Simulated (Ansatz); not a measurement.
Basis-set extrapolation for C3H9NO (`COCCN`) (PBE0-D4/def2-TZVP geometry, frozen core, Ansatz). Multiplicity 1, RHF reference.

```json
{"": "HF", "def2-TZVPP": "-248.230803", "def2-QZVPP": "-248.242878"}
{"": "MP2 correlation", "def2-TZVPP": "-0.979282", "def2-QZVPP": "-1.046940"}
{"": "CCSD(T) correlation", "def2-TZVPP": "-1.062024", "def2-QZVPP": "not run"}
```

Energies in hartree. Use E(X) = E(∞) + A·exp(−7.88·√X) for Hartree–Fock and E(X) = E(∞) + B·X^(−2.97) for correlation, with X = 3 and 4, and add CCSD(T) minus MP2 of the smaller set to the MP2 limit.

Task: What is the CCSD(T) energy at the basis-set limit?

Result: HF limit: -248.242878 + (-0.012075) × 0.13774 = -248.24454. MP2 limit: -1.046940 + (-0.067658) × 0.74074 = -1.09706. Higher-order term: -1.062024 − (-0.979282) = -0.08274. Total: -249.42434 hartree, 82.5 kcal/mol below CCSD(T)/def2-TZVPP.
